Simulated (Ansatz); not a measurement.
C3H6FNO can be A, `CC(F)C(=N)O`, or B, `NC/C(O)=C\F`.

Program: Ansatz. Geometries: PBE0-D4/def2-TZVP. ΔE: electronic, gas phase. CBS: MP2 limit from def2 TZ/QZ plus the TZ coupled-cluster correction, frozen cores. Functionals use def2-TZVPP. B3LYP here is the variant with VWN-RPA as its local correlation; programs differ in this. One conformer a species, not always the lowest.

A:

Z-matrix (Å, degrees):
```
C
C 1 1.509
H 1 1.091 2 109.7
H 1 1.092 2 110.2 3 119.7
H 1 1.090 2 110.1 3 -120.2
F 2 1.384 1 109.2 3 58.8
C 2 1.511 1 112.1 3 179.9
H 2 1.094 1 111.1 3 -59.1
N 7 1.262 2 127.1 1 110.8
O 7 1.338 2 112.1 1 -66.9
H 9 1.015 7 111.5 2 3.7
H 10 0.967 7 106.5 2 179.7
```

B:

Z-matrix (Å, degrees):
```
C
C 1 1.502
N 1 1.460 2 108.2
H 1 1.093 2 110.3 3 -126.3
H 1 1.095 2 108.5 3 116.4
C 2 1.327 1 124.5 3 146.0
O 2 1.352 1 114.6 3 -35.2
H 3 1.012 1 111.3 2 -83.9
H 3 1.010 1 111.7 2 155.2
F 6 1.350 2 120.5 1 0.9
H 6 1.081 2 125.4 1 179.2
H 7 0.976 2 103.9 1 18.4
```

(1) Which is lower in electronic energy at CCSD(T)/CBS, and by how much? (An estimate is asked.)

(2) Give E(B) − E(A) in kcal/mol with MP2/def2-TZVPP, CCSD/def2-TZVPP, PBE0-D4, B3LYP, CCSD(T)/def2-TZVPP, r2SCAN-D4, B2PLYP. (Best estimate.)

Largest T1 diagnostic: 0.013.

Results:

(1) Computed: A, by 19.4 kcal/mol.

(2) Ansatz gave: MP2/def2-TZVPP 20.5, CCSD/def2-TZVPP 20.1, PBE0-D4 18.3, B3LYP 18.8, CCSD(T)/def2-TZVPP 19.9, r2SCAN-D4 20.1, B2PLYP 19.9. None reverses the order clearly.

In def2-TZVPP, CCSD(T) changes the Hartree–Fock value by −3.0 kcal/mol (the triples alone add −0.1 kcal/mol) and MP2 by −2.4 kcal/mol.
